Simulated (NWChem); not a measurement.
**Dipole moment of hydrogen fluoride (HF)**

SMILES: F
```xyz
2

F      0.0000     0.0000     0.0925
H      0.0000     0.0000    -0.8323
```
Charge 0, spin multiplicity 1.

All runs are NWChem calculations. Structure: optimised with B3LYP/def2-SVP, a minimum by its harmonic frequencies.

Basis set: 6-31G*. The CCSD dipole comes from the Λ equations, without orbital relaxation.

The correlated methods keep 1 core orbital frozen. B3LYP has NWChem's definition, with VWN1-RPA local correlation. The Pople sets run with spherical d functions. Coupled-cluster values serve here as a point of comparison, not as the truth.

Problem. For the dipole moment, HF gives 2.00 D and BHandHLYP gives 1.92 D. What do PBE, B3LYP give?

Solution. PBE: 1.81 D; B3LYP: 1.85 D.
